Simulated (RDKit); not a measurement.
Input for RDKit: UFF on HCl (SMILES Cl).

```python
from rdkit import Chem
from rdkit.Chem import AllChem, rdDetermineBonds

blocks = [
'''2

Cl   -1.92526600    0.00557100   -0.00009700
H    -0.65842700   -0.19370300    0.00247600
''',
]
mol = None
for b in blocks:
    f = Chem.MolFromXYZBlock(b)
    rdDetermineBonds.DetermineBonds(f, charge=0)
    mol = f if mol is None else Chem.CombineMols(mol, f)
Chem.SanitizeMol(mol)
print(Chem.MolToSmiles(Chem.RemoveHs(mol)))
ff = AllChem.UFFGetMoleculeForceField(mol, vdwThresh=100.0, ignoreInterfragInteractions=False)
e = ff.CalcEnergy()
print(f'UFF energy {e:.6f} kcal/mol')
```

The log:

```
Cl
UFF energy 1.853496 kcal/mol
```

The run finished.

Cost: very roughly 0.010 core-seconds.
